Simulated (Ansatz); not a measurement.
## [H···H···SiH₃], doublet along the distance H1-H2

Starting geometry:

```xyz
6

H    -2.4285    0.0000    0.0000
H    -1.6835    0.0000    0.0000
Si    0.0895    0.0000    0.0000
H     0.5395   -1.4163    0.0000
H     0.5395    0.7081   -1.2265
H     0.5395    0.7081    1.2265
```

From there H2 is moved from one fragment to the other while all else, the fragments' distance too, stays fixed; atoms are numbered as listed. Energies are in eV, counted from the starting geometry at the same level. Kohn–Sham curves are unrestricted where that lies lower.

Basis cc-pVDZ; Ansatz 0.2.0. Correlated methods freeze the noble-gas cores. Prefix R: restricted or restricted open-shell reference; prefix U: unrestricted.

In so small a basis the reference is far from its limit while semilocal and hybrid functionals are nearer theirs (RPA and double hybrids share much of the reference's basis error), so the functionals' errors here hold much of the reference's basis and frozen-core error, which can add to them or hide them.

Full CI isn't at hand for all of this; UCCSDT(Q) serves as the reference, and is uncertain by about the last step of the cluster series.

```tsv
distance H1-H2 (Å)	UCCSDT(Q)	PBE	r2SCAN	PBE0	B3LYP	wB97M-V	B2PLYP	PBE-QIDH	RPA-PBE
0.693	0.105	0.140	0.125	0.125	0.122	0.115	0.112	0.107	0.111
0.745	0.000	0.000	0.000	0.000	0.000	0.000	0.000	0.000	0.000
0.793	-0.027	-0.053	-0.043	-0.042	-0.041	-0.035	-0.033	-0.029	-0.031
0.840	-0.015	-0.058	-0.042	-0.041	-0.038	-0.028	-0.027	-0.019	-0.021
0.888	0.017	-0.032	-0.014	-0.012	-0.010	0.003	0.002	0.011	0.012
0.935	0.057	0.016	0.031	0.033	0.035	0.048	0.043	0.050	0.058
0.983	0.105	0.083	0.090	0.093	0.093	0.105	0.093	0.098	0.113
1.030	0.161	0.168	0.164	0.166	0.165	0.173	0.153	0.154	0.177
1.078	0.236	0.279	0.261	0.264	0.260	0.262	0.235	0.231	0.261
```

Judged by the spread of the error over the points with a reference (largest less smallest), which of these follows UCCSDT(Q) best and which worst?

Subtracting the UCCSDT(Q) column from each: best PBE-QIDH (errors from -0.007 to 0.002, spread 0.009 eV), worst PBE (from -0.048 to 0.043, spread 0.092 eV). Functionals and wave-function methods converge differently with the basis, so part of this is basis effect.
